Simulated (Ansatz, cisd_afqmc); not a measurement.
System: NO, charge 0, doublet. NO (SMILES [N]=O, doublet).
B3LYP-D3(BJ)/def2-TZVP minimum from Ansatz (an electronic-structure program):
```xyz
2

N      0.0000     0.0000    -0.6106
O      0.0000     0.0000     0.5343
```
Charge 0, spin multiplicity 2.

Total energies in cc-pVQZ, 11 correlated electrons, 2 frozen orbitals. UHF or UKS for unpaired electrons; spin-orbit terms are left out. Correlated methods leave the cores frozen. No relativity. AFQMC/CISD: phaseless, guided by CISD from CCSD amplitudes; bars are statistical, one sigma. Outlying blocks are dropped, and bars are widened where a walk drifts. Over all cases where full CI ran beside it in this data, AFQMC minus full CI had a median of +0.1 mEh and passed +0.4 mEh in a tenth of the cases. The UHF reference of NO ([N]=O, doublet) is spin-contaminated (<S^2> up to 0.04 over the pure value in the sets run).

```
method         program         energy (Eh)  minus CCSDT(Q) (mEh)
----------  ----------  ------------------  --------------------
HF              Ansatz          -129.30715                448.97
MP2             Ansatz          -129.73235                 23.77
CCSD            Ansatz          -129.73408                 22.04
CCSD(T)         Ansatz          -129.75435                  1.77
CCSDT(Q)        Ansatz          -129.75612                  0.00
AFQMC/CISD  cisd_afqmc  -129.7548 ± 0.0006             1.3 ± 0.6
```

Rough core times of Ansatz's runs on a shared machine: CCSD(T) under 20 s, CCSDT(Q) 10 min.
